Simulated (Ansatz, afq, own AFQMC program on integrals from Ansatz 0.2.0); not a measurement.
## Atomization energy of Al$_{2}$H$_{2}$, triplet

```xyz
4

Al    0.0000    0.0000    1.1500
Al    0.0000    0.0000   -1.1500
H     0.0000    0.0000    2.7245
H     0.0000    0.0000   -2.7245
```

Connectivity, by distances: AlH–AlH.

Atoms in their ground-state spins without spin–orbit coupling (mostly on UHF) minus the molecule (UHF), without zero-point energy. The geometry is a stationary point, not shown to be a minimum.

Basis cc-pVDZ. Only valence electrons are correlated. AFQMC by an in-house program on the Cholesky factors that Ansatz 0.2.0 writes for its CCSD(T) run. ph-AFQMC/CISD is guided by a CISD state made of CCSD amplitudes; releasing the constraint for a short imaginary time cuts its bias at the price of noise, slowly where states lie close. Error bars are statistical, one sigma. The errors of all members are added in quadrature.

No full CI on the walks' own integrals is used here; CCSDT(Q) serves as the reference and is uncertain by about the last step of the cluster series. Each member takes its own surest rung, up to full CI.

The best estimate is CCSD(T) at the basis-set limit (CBS: def2-TZVPP and def2-QZVPP, with their diffuse functions for anions and beside diffuse sets, CCSD(T) itself extrapolated) plus the step from CCSD(T) to CCSDT(Q) in cc-pVDZ. Rows without CBS are in cc-pVDZ, the functionals in def2-TZVP; B2PLYP and the wave-function rows carry a basis error of their own. Core correlation and relativity beyond core potentials are missing, and ± holds the sampling alone.

Cautions: Al₂H₂ (triplet): the released energies are still falling, so no released level is given (meV from the phaseless value at times in 1/Eh: -2.5 ± 1.6 at 0.24, -6.2 ± 1.4 at 0.51, -9.0 ± 1.3 at 0.99, -13.0 ± 1.2 at 1.62, -16.4 ± 2.1 at 2.40), though the last usable value meets CCSDT(Q) within the noise, its ph-AFQMC/CISD value lies 18.6 ± 2.1 meV above CCSDT(Q).

```
 level  atomization energy (kcal/mol)
   PBE                          154.4
r2SCAN                          163.0
    HF                          109.9
```

(1) From these cheaper values, estimate the atomization energy at the level of the best estimate.

(1) 156.1 kcal/mol (best estimate, highest rung CCSDT(Q)).

```
                  level  atomization energy (kcal/mol)  error against the best estimate (kcal/mol)
                    MP2                          135.4                                       -20.7
                   CCSD                          134.2                                       -21.9
                CCSD(T)                          136.1                                       -20.0
          ph-AFQMC/CISD                   136.5 ± 0.06                                -19.6 ± 0.06
                 HF/CBS                          115.0                                       -41.1
                MP2/CBS                          152.4                                        -3.7
            CCSD(T)/CBS                          155.5                                        -0.6
                   PBE0                          154.2                                        -1.9
                  B3LYP                          149.6                                        -6.5
                wB97M-V                          150.8                                        -5.3
                 B2PLYP                          147.8                                        -8.3
surest rungs in cc-pVDZ                          136.7                                       -19.4
```

Correlation beyond CCSD(T) adds 0.6 kcal/mol. Going to the basis-set limit adds 19.4 kcal/mol at CCSD(T). The perturbative (T) step is worth +2.0 kcal/mol. The functionals spread over 15.2 kcal/mol; PBE and PBE0 come nearest and B2PLYP is 8.3 kcal/mol too low.

Best estimates are given only where the step beyond CCSD(T) is under 0.3 eV and no member's determinant is very poor (T1 over 0.05, or 0.07 for open shells, ⟨S²⟩ too high by 0.3, two states mixed), so the hardest cases are missing from such tables.

The functionals ran in a triple-zeta set and keep a basis error of their own, a few kJ/mol for each bond in atomization energies and more for double hybrids, so close places among them and the extrapolated levels can swap.

Each member of a difference takes its own highest rung, so a best estimate needn't equal the limit plus the step of one row. A walk keeps the symmetry of its determinant, which the program's search chose and which needn't be the lowest solution, so a lower state of the same spin and another symmetry isn't excluded.
